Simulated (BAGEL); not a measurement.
# [HO2]− (hydroperoxide(1-)): HF/STO-3G (density fitting with cc-pvqz-jkfit)

Aim: the vertical ionisation energy of [HO2]− (hydroperoxide(1-)) at HF/STO-3G (density fitting with cc-pvqz-jkfit), from 2 runs. 

The results are computed with BAGEL 1.2.2.

### Step 1. The structure to begin with

[HO2]−: 3 atoms, total charge -1, spin state singlet. SMILES: `[O-]O`. The coordinates come from a PBE0-D4/def2-TZVPD relaxation.

Bond lengths: O1–O2 1.479 Å, O2–H3 0.961 Å. Angles: O1–O2–H3 100.1°.

### Step 2. A single-point energy at HF/STO-3G (density fitting with cc-pvqz-jkfit)

Input file input.json:

```json
{ "bagel": [

{
  "title": "molecule",
  "basis": "sto-3g",
  "df_basis": "cc-pvqz-jkfit",
  "angstrom": true,
  "geometry": [
    { "atom": "O", "xyz": [   -0.357760,    1.025590,   -0.080830 ] },
    { "atom": "O", "xyz": [   -0.242260,   -0.445880,   -0.180750 ] },
    { "atom": "H", "xyz": [    0.600030,   -0.579720,    0.261570 ] }
  ]
},
{ "title": "hf", "charge": -1 },
{ "title": "print", "file": "orbitals.molden", "orbitals": true }

]}
```

Command:

```bash
$ BAGEL_NUM_THREADS=1 BAGEL input.json > input.out
```

The program printed:

```text
* using 1 threads per process

  ===============================================================
  ===============================================================

  *** Geometry ***

  { "atom" : "O", "xyz" : [     -0.676068,      1.938084,     -0.152747 ] },
  { "atom" : "O", "xyz" : [     -0.457805,     -0.842591,     -0.341568 ] },
  { "atom" : "H", "xyz" : [      1.133892,     -1.095512,      0.494296 ] },

  Number of auxiliary basis functions:      263

  Since a DF basis is specified, we compute 2- and 3-index integrals:
    o Being stored without compression. Storage requirement is 0.000 GB

  Number of basis functions:       11
  Number of electrons      :       17

    * METHOD: MOLECULE                             0.03

  *** RHF ***

  === Nuclear Repulsion ===
    29.5270672001

      * DIIS with orbital gradients will be used.

  === RHF iteration (sto-3g) ===
      0       -147.83622853          0.04396435           0.00
      1       -147.92457919          0.01192054           0.00
      2       -147.93150052          0.00219345           0.00
      3       -147.93171026          0.00023646           0.00
      4       -147.93171352          0.00003828           0.00
      5       -147.93171363          0.00001328           0.00
      6       -147.93171365          0.00000597           0.00
      7       -147.93171366          0.00000193           0.00
      8       -147.93171366          0.00000024           0.00
      9       -147.93171366          0.00000006           0.00
     10       -147.93171366          0.00000001           0.00
     11       -147.93171366          0.00000000           0.00
    * SCF iteration converged.

    * Permanent dipole moment:
           (   -0.337117,     0.421085,    -0.136422) a.u.

    * METHOD: HF                                   0.02

    * METHOD: PRINT                                0.00

  ===============================================================
```

It took 0.18 s on 1 thread of Arm Neoverse V2, shared host.

### Step 3. Doublet neutral HO2, same level

Input file hf.json:

```json
{ "bagel" : [

{
  "title" : "molecule",
  "basis" : "sto-3g",
  "df_basis" : "cc-pvqz-jkfit",
  "angstrom" : true,
  "geometry" : [
    { "atom" : "O", "xyz" : [   -0.357760,    1.025590,   -0.080830 ] },
    { "atom" : "O", "xyz" : [   -0.242260,   -0.445880,   -0.180750 ] },
    { "atom" : "H", "xyz" : [    0.600030,   -0.579720,    0.261570 ] }
  ]
},
{
  "title" : "uhf",
  "nopen" : 1
},
{
  "title" : "print",
  "file" : "orbitals.molden",
  "orbitals" : true
}

]}
```

Command:

```bash
$ BAGEL_NUM_THREADS=1 BAGEL hf.json > hf.out
```

The program printed:

```text
* using 1 threads per process

  ===============================================================
  ===============================================================

  *** Geometry ***

  { "atom" : "O", "xyz" : [     -0.676068,      1.938084,     -0.152747 ] },
  { "atom" : "O", "xyz" : [     -0.457805,     -0.842591,     -0.341568 ] },
  { "atom" : "H", "xyz" : [      1.133892,     -1.095512,      0.494296 ] },

  Number of auxiliary basis functions:      263

  Since a DF basis is specified, we compute 2- and 3-index integrals:
    o Being stored without compression. Storage requirement is 0.000 GB

  Number of basis functions:       11
  Number of electrons      :       17

    * METHOD: MOLECULE                             0.03

  *** Open-shell HF ***

  === Nuclear Repulsion ===
    29.5270672001

      * DIIS with orbital gradients will be used.

  === UHF iteration (sto-3g) ===
      0       -148.07806024          0.07654720           0.00
      1       -148.13776107          0.05304311           0.00
      2       -148.16089837          0.02146781           0.00
      3       -148.17051453          0.01460270           0.00
      4       -148.17949366          0.00531001           0.00
      5       -148.17996650          0.00158414           0.00
      6       -148.18054158          0.00100406           0.00
      7       -148.18081139          0.00034445           0.00
      8       -148.18118957          0.00013588           0.00
      9       -148.18118986          0.00010999           0.00
     10       -148.18130207          0.00011106           0.00
     11       -148.18048167          0.00015530           0.00
     12       -148.18200777          0.00016305           0.00
     13       -148.18220675          0.00019282           0.00
     14       -148.18214573          0.00018754           0.00
     15       -148.18225350          0.00010928           0.00
     16       -148.18243992          0.00011288           0.00
     17       -148.18236697          0.00004667           0.00
     18       -148.18239980          0.00005242           0.00
     19       -148.18245188          0.00003225           0.00
     20       -148.18245867          0.00002792           0.00
     21       -148.18245915          0.00000260           0.00
     22       -148.18246023          0.00000286           0.00
     23       -148.18246024          0.00000034           0.00
     24       -148.18246024          0.00000015           0.00
     25       -148.18246024          0.00000005           0.00
     26       -148.18246024          0.00000004           0.00
     27       -148.18246024          0.00000002           0.00
     28       -148.18246024          0.00000001           0.00
    * SCF iteration converged.

    * S^2 (UHF) is 0.8585

    * Permanent dipole moment:
           (   -0.498187,     0.084689,    -0.261007) a.u.

    * METHOD: UHF                                  0.06

    * METHOD: PRINT                                0.00

  ===============================================================
```

Run time: 0.22 s. Hardware: 1 thread of Arm Neoverse V2, shared host.

### Step 4. Results

Level: HF/STO-3G (density fitting with cc-pvqz-jkfit).

```
                                                             quantity          value
                                         singlet [HO2]−: total energy  -147.93171 Eh
                                          singlet [HO2]−: HOMO energy        5.00 eV
                                          singlet [HO2]−: LUMO energy       27.00 eV
singlet [HO2]−: HOMO–LUMO gap (to an unbound level, set by the basis)       21.99 eV
                                    doublet neutral HO2: total energy  -148.18246 Eh
                                   doublet neutral HO2: dipole moment         1.45 D
                                            doublet neutral HO2: ⟨S²⟩          0.859
                  vertical detachment energy (to the doublet neutral)      -6.823 eV
```

In words: The species is unbound against losing an electron at this level, by 6.82 eV (−157 kcal/mol); missing correlation or diffuse functions can give that sign where the real anion is bound. In a minimal basis such a difference can be off by several eV, whatever the method. The HOMO (singlet [HO2]−) lies at positive energy, 5.00 eV: the electron is unbound at this level or held by a compact basis; values depend on the basis. ⟨S²⟩ (doublet neutral HO2) is 0.86 where a pure doublet has 0.75: the reference is spin-contaminated.
